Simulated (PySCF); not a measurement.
# Functional dependence of a UV spectrum

Compound: acetaldoxime, C₂H₅NO.
Z-matrix (Å and degrees, PBE0-D3(BJ)/def2-SVP geometry), rows numbered from 1:
```
C 
C   1  1.4903
N   2  1.2744  1  127.65
O   3  1.3711  2  113.44  1     0.08
H   1  1.0960  2  111.23  3     3.25
H   1  1.1022  2  110.29  3  -117.72
H   1  1.1018  2  110.34  3   124.61
H   2  1.0968  1  119.01  3   179.88
H   4  0.9623  3  102.93  2  -179.43
```

Linear-response calculations in the def2-SVPD basis (PySCF; singlets by full response, triplets Tamm–Dancoff, core orbitals frozen in the response; HF means time-dependent Hartree–Fock). 'Strongest' is the level of largest summed f among the singlets computed (10 roots, of which the last may lack a degenerate partner); it can jump between rows when another state enters that window. S1 is the lowest singlet of each run and needn't be the same state throughout; f(S1) is that of one state. Geometry: PBE0-D3(BJ)/def2-SVP, one conformer, isolated molecule.

```csv
functional,kind,S1 (eV),f(S1),strongest (eV),T1 (eV),HOMO (eV),gap (eV),"ionisation energy, ΔSCF (eV)"
LDA,LDA,5.72,0.002,6.61,4.53,-6.28,5.15,10.21
PBE,GGA,5.79,0.001,6.62,4.35,-6.11,5.19,9.72
B3LYP,"global hybrid, 20% exact exchange",5.96,0.002,6.94,4.35,-7.23,7.10,9.89
PBE0,"global hybrid, 25% exact exchange",6.04,0.002,7.06,4.31,-7.45,7.61,9.85
BHandHLYP,"global hybrid, 50% exact exchange",6.25,0.002,7.40,4.24,-8.69,9.76,9.84
CAM-B3LYP,range-separated hybrid,6.10,0.002,7.13,4.33,-8.86,10.06,9.97
wB97X-D,range-separated hybrid,6.12,0.002,7.15,4.44,-9.35,11.35,9.90
LC-wPBE,range-separated hybrid,6.22,0.003,7.27,4.26,-10.21,12.52,10.04
HF,Hartree–Fock,6.70,0.002,7.80,3.77,-10.56,13.15,not settled
```

S1 runs from 5.72 eV (LDA) to 6.70 eV (HF), a spread of 0.98 eV, while the orbital gap spreads over 8.0 eV. Along PBE (0%), B3LYP (20%), PBE0 (25%), BHandHLYP (50%), HF (100%) S1 rises with the share of exact exchange. −ε(HOMO) comes closest to its own ΔSCF ionisation energy with LC-wPBE (+0.17 eV) and misses most with LDA (-3.93 eV). 'Not settled' means that the ion's SCF failed to converge or may have ended in another state than the lowest.
